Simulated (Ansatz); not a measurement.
A run of Ansatz (development build ahead of 0.2.0) on doublet CH₃F(+) at this shape:

```xyz
5

C    -0.3054    0.6865   -1.3932
F     0.2757   -0.6554    1.2084
H    -0.3295   -0.3192   -1.8852
H    -1.1358    1.0626   -0.7585
H     0.7040    1.1587   -1.2577
```

Its results:

| Property | Result |
| --- | --- |
| Converged | yes |
| Reference energy | -138.48390 hartree |
| Correlation energy | -0.24801 hartree |
| Total energy | -138.73191 hartree |
| Spin squared of the determinant | 0.753 |
| Stability test | minimum |

Forces (eV/Å):
| atom | Fx | Fy | Fz |
| --- | --- | --- | --- |
| C1 | 1.297 | -1.154 | 1.867 |
| F2 | -0.042 | 0.093 | -0.187 |
| H3 | -0.388 | 0.951 | -0.189 |
| H4 | -0.005 | 0.057 | -0.854 |
| H5 | -0.862 | 0.053 | -0.638 |

Q: Which input gives this output? Name the method, the orbitals and the basis set, and write the input.

A: UHF-MP2 in def2-SVP.

```yaml
crystal:
  periodic: [false, false, false]
  atoms:
    - { symbol: C, position_ang: [-0.30543, 0.6865, -1.39323] }
    - { symbol: F, position_ang: [0.27565, -0.65536, 1.20835] }
    - { symbol: H, position_ang: [-0.32953, -0.3192, -1.8852] }
    - { symbol: H, position_ang: [-1.13579, 1.06264, -0.75853] }
    - { symbol: H, position_ang: [0.70402, 1.15874, -1.25774] }
basis:
  gaussian: { orbitals: def2-SVP }
total_charge: 1
magnetization:
  spin_polarized: true
  initial_magnetization: 1
hamiltonian:
  xc: hf
correlation:
  method: mp2
  frozen_orbitals: { C: 1, F: 1, H: 0 }
output:
  forces: true
```

Caution: MP2 on this radical cation hangs on the determinant chosen.
